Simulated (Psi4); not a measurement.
# UOMP2/cc-pVTZ (density fitting for correlation) run of [CF2]+ (SMILES F[C+]F)

Aim: the energy change on altering one bond length of [CF2]+ at UOMP2/cc-pVTZ (density fitting for correlation), from 2 runs. 

The results are computed with Psi4 1.11.

6 further runs of the same task are left out: 4 that didn't finish, 2 set aside as unsound or not needed.

### 1 The structure to begin with

[CF2]+ has 3 atoms, charge +1, and is taken as a doublet. SMILES: `F[C+]F`. The shape is that of a PBE0-D4/def2-TZVP optimisation.

Bond lengths: F1–C2 1.214 Å, C2–F3 1.214 Å. Angles: F1–C2–F3 124.6°.

### 2 The energy at UOMP2/cc-pVTZ (density fitting for correlation)

Contents of cf2.json:

```json
{
 "schema_name": "qcschema_input",
 "schema_version": 1,
 "molecule": {
  "schema_name": "qcschema_molecule",
  "schema_version": 2,
  "symbols": ["F", "C", "F"],
  "geometry": [0.71641407, 1.83866572, 0.5975125, 0.52101639, -0.41830977, 0.24050544, -1.23744936, -1.42035595, -0.83803684],
  "molecular_charge": 1,
  "molecular_multiplicity": 2,
  "fix_symmetry": "c1",
  "fix_com": true,
  "fix_orientation": true
 },
 "driver": "energy",
 "model": {
  "method": "omp2",
  "basis": "cc-pVTZ"
 },
 "keywords": {
  "reference": "uhf",
  "puream": true,
  "e_convergence": 1e-09,
  "d_convergence": 1e-08,
  "scf_type": "pk",
  "num_frozen_docc": 3,
  "maxiter": 100
 }
}
```

Run with:

```bash
psi4 --qcschema cf2.json -n 1 --memory 2200MB
```

stdout:

```text
[...]
  Running in c1 symmetry.
[...]
  Nuclear repulsion =   67.033256852444921
[...]
  Multiplicity = 2
[...]
  Nalpha       = 12
  Nbeta        = 11
[...]
    Number of basis functions: 90
[...]
   @UHF iter   1:  -236.27822932942470    1.46449e-01   5.15525e-03 DIIS/ADIIS
[...]
   @UHF iter  13:  -236.38132752378056   -2.95586e-12   8.04799e-09 DIIS
[...]
   @S^2 Observed:                7.556601519E-01
[...]
    Orbital Energies [Eh]
    ---------------------
    Alpha Occupied:
       1A    -26.767728     2A    -26.767701     3A    -11.910371
       4A     -2.155449     5A     -2.090130     6A     -1.344180
       7A     -1.243123     8A     -1.213900     9A     -1.162806
      10A     -1.076323    11A     -1.059657    12A     -0.907715
    Alpha Virtual:
      13A     -0.257900    14A     -0.002060    15A      0.038210
      16A      0.096672    17A      0.119329    18A      0.233031
      19A      0.309765    20A      0.488763    21A      0.503991
      22A      0.509330    23A      0.592226    24A      0.648325
      25A      0.693905    26A      0.720681    27A      0.743822
[...]
  @UHF Final Energy:  -236.38132752378056
   => Energetics <=
    Nuclear Repulsion Energy =             67.0332568524449215
    One-Electron Energy =                -452.6012739361465265
    Two-Electron Energy =                 149.1866895599210352
    Total Energy =                       -236.3813275237805556
  UHF NO Occupations:
  HONO-2 :   10  A 1.9990601
  HONO-1 :   11  A 1.9987464
[...]
 Multipole Moments:
 ------------------------------------------------------------------------------------
     Multipole            Electronic (a.u.)      Nuclear  (a.u.)        Total (a.u.)
 ------------------------------------------------------------------------------------
 L = 1.  Multiply by 2.5417464519 to convert [e a0] to [Debye]
 Dipole X            :          1.9258386           -1.5632193            0.3626193
 Dipole Y            :         -1.5460728            1.2549293           -0.2911435
 Dipole Z            :          0.8890729           -0.7216864            0.1673865
 Magnitude           :                                                    0.4942424
[...]
	Warning: cc_lambda option is changed to TRUE
	For this residual convergence, default PCG convergence is:     1.00e-07
[...]
	DF-SCS-MP2 Total Energy (a.u.)     :  -236.96284220584741
	DF-SOS-MP2 Total Energy (a.u.)     :  -236.95290524164722
[...]
	DF-SCS-OMP2 Total Energy (a.u.)    :  -236.97428640167047
	DF-SOS-OMP2 Total Energy (a.u.)    :  -236.91707213257251
	DF-SCS(N)-OMP2 Total Energy (a.u.) :  -236.66712231494705
[...]
	DF-OMP2 Total Energy (a.u.)        :  -236.99670808009742
[...]
```

The result, in JSON:

```text
{
 "driver": "energy",
 "model": {
  "method": "omp2",
  "basis": "cc-pVTZ"
 },
 "success": true,
 "return_result": -236.99670808009742,
 "properties": {
  "calcinfo_nbasis": 90,
  "calcinfo_nmo": 90,
  "calcinfo_nalpha": 12,
  "calcinfo_nbeta": 11,
  "calcinfo_natom": 3,
  "nuclear_repulsion_energy": 67.03325685244492,
  "return_energy": -236.99670808009742,
  "scf_one_electron_energy": -452.6012739361465,
  "scf_two_electron_energy": 149.18668955992104,
  "scf_dipole_moment": [0.36261933445251504, -0.2911435264527835, 0.16738649017940554],
  "scf_total_energy": -236.38132752378056,
  "scf_iterations": 13,
  "mp2_same_spin_correlation_energy": -0.16171344287753753,
  "mp2_opposite_spin_correlation_energy": -0.43967516758974245,
  "mp2_singles_energy": 0.0,
  "mp2_doubles_energy": -0.6013886104672801,
  "mp2_correlation_energy": -0.6013886104672679,
  "mp2_total_energy": -236.98271613424782
 }
}
```

Run time: 2.4 min. Hardware: 1 thread of AMD EPYC (Zen 3), shared host; peak memory 0.34 GiB.

### 3 The distorted shape

Contents of input.json:

```json
{
  "schema_name": "qcschema_input",
  "schema_version": 1,
  "molecule": {
    "schema_name": "qcschema_molecule",
    "schema_version": 2,
    "symbols": ["F", "C", "F"],
    "geometry": [2.12321691, 2.64031967, 1.46036523, 1.92781922, 0.38334417, 1.10335817, -1.23744936, -1.42035595, -0.83803684],
    "molecular_charge": 1,
    "molecular_multiplicity": 2,
    "fix_symmetry": "c1",
    "fix_com": true,
    "fix_orientation": true
  },
  "driver": "energy",
  "model": {
    "method": "omp2",
    "basis": "cc-pVTZ"
  },
  "keywords": {
    "reference": "uhf",
    "puream": true,
    "e_convergence": 1e-09,
    "d_convergence": 1e-08,
    "scf_type": "pk",
    "num_frozen_docc": 3,
    "maxiter": 100
  }
}
```

Run with:

```bash
psi4 --qcschema input.json -n 1 --memory 2200MB
```

stdout:

```text
[...]
  Running in c1 symmetry.
[...]
  Nuclear repulsion =   50.713379155896362
[...]
  Multiplicity = 2
[...]
  Nalpha       = 12
  Nbeta        = 11
[...]
    Number of basis functions: 90
[...]
   @UHF iter   1:  -235.74376491856069   -2.33456e-01   7.83684e-03 DIIS/ADIIS
[...]
   @UHF iter  40:  -236.29123241549891   -8.78515e-11   8.53949e-09 DIIS
[...]
   @S^2 Observed:                7.544507023E-01
[...]
    Orbital Energies [Eh]
    ---------------------
    Alpha Occupied:
       1A    -26.820655     2A    -26.646637     3A    -11.882529
       4A     -2.156351     5A     -1.911692     6A     -1.332969
       7A     -1.153504     8A     -1.151051     9A     -1.087548
      10A     -1.008103    11A     -0.965004    12A     -0.917179
    Alpha Virtual:
      13A     -0.278096    14A     -0.261032    15A     -0.008870
      16A      0.150960    17A      0.153185    18A      0.196405
      19A      0.298212    20A      0.469197    21A      0.491071
      22A      0.518570    23A      0.615530    24A      0.650056
      25A      0.682648    26A      0.716487    27A      0.747839
[...]
  @UHF Final Energy:  -236.29123241549891
   => Energetics <=
    Nuclear Repulsion Energy =             50.7133791558963622
    One-Electron Energy =                -421.3718709581828534
    Two-Electron Energy =                 134.3672593867875946
    Total Energy =                       -236.2912324154989108
  UHF NO Occupations:
  HONO-2 :   10  A 1.9994860
  HONO-1 :   11  A 1.9986936
[...]
 Multipole Moments:
 ------------------------------------------------------------------------------------
     Multipole            Electronic (a.u.)      Nuclear  (a.u.)        Total (a.u.)
 ------------------------------------------------------------------------------------
 L = 1.  Multiply by 2.5417464519 to convert [e a0] to [Debye]
 Dipole X            :        -17.7991325           19.5388233            1.7396907
 Dipole Y            :        -12.3381319           13.2797385            0.9416066
 Dipole Z            :        -11.1595782           12.2211045            1.0615263
 Magnitude           :                                                    2.2449911
[...]
	Warning: cc_lambda option is changed to TRUE
	For this residual convergence, default PCG convergence is:     1.00e-07
[...]
	DF-SCS-MP2 Total Energy (a.u.)     :  -236.84146597441293
	DF-SOS-MP2 Total Energy (a.u.)     :  -236.83710181617835
[...]
	DF-SCS-OMP2 Total Energy (a.u.)    :  -236.85169705859695
	DF-SOS-OMP2 Total Energy (a.u.)    :  -236.80219026187018
	DF-SCS(N)-OMP2 Total Energy (a.u.) :  -236.53781973606601
[...]
	DF-OMP2 Total Energy (a.u.)        :  -236.86308291550998
[...]
```

The result, in JSON:

```text
{
 "driver": "energy",
 "model": {
  "method": "omp2",
  "basis": "cc-pVTZ"
 },
 "success": true,
 "return_result": -236.86308291550998,
 "properties": {
  "calcinfo_nbasis": 90,
  "calcinfo_nmo": 90,
  "calcinfo_nalpha": 12,
  "calcinfo_nbeta": 11,
  "calcinfo_natom": 3,
  "nuclear_repulsion_energy": 50.71337915589636,
  "return_energy": -236.86308291550998,
  "scf_one_electron_energy": -421.37187095818285,
  "scf_two_electron_energy": 134.3672593867876,
  "scf_dipole_moment": [1.7396907223071523, 0.9416065640237257, 1.061526310585144],
  "scf_total_energy": -236.2912324154989,
  "scf_iterations": 40,
  "mp2_same_spin_correlation_energy": -0.13906233639900298,
  "mp2_opposite_spin_correlation_energy": -0.4198995389841846,
  "mp2_singles_energy": 0.0,
  "mp2_doubles_energy": -0.5589618753831875,
  "mp2_correlation_energy": -0.5589618753831758,
  "mp2_total_energy": -236.8501942908821
 }
}
```

It took 4.2 min on 1 thread of AMD EPYC (Zen 3), shared host; peak memory 0.34 GiB.

### 4 What came out

At UOMP2/cc-pVTZ (density fitting for correlation), 3 core orbitals frozen:

```
                                                                   quantity          value
                                                  first shape: total energy  -236.99671 Eh
    first shape: HOMO energy (Hartree–Fock orbitals) (highest over α and β)      -24.70 eV
     first shape: LUMO energy (Hartree–Fock orbitals) (lowest over α and β)       -7.90 eV
                   first shape: correlation energy (3 core orbitals frozen)     -615.4 mEh
                             first shape: ⟨S²⟩ of the reference determinant          0.756
                                              distorted shape: total energy  -236.86308 Eh
distorted shape: HOMO energy (Hartree–Fock orbitals) (highest over α and β)      -24.04 eV
 distorted shape: LUMO energy (Hartree–Fock orbitals) (lowest over α and β)       -7.57 eV
               distorted shape: correlation energy (3 core orbitals frozen)     -571.9 mEh
                         distorted shape: ⟨S²⟩ of the reference determinant          0.754
          energy change with the C2–F3 bond stretched from 1.214 to 2.185 Å       3.636 eV
```

**Reading.** With the C2–F3 bond stretched from 1.214 to 2.185 Å the energy rises by 3.64 eV (84 kcal/mol). The first shape isn't relaxed at this level, so the change isn't measured from a minimum.
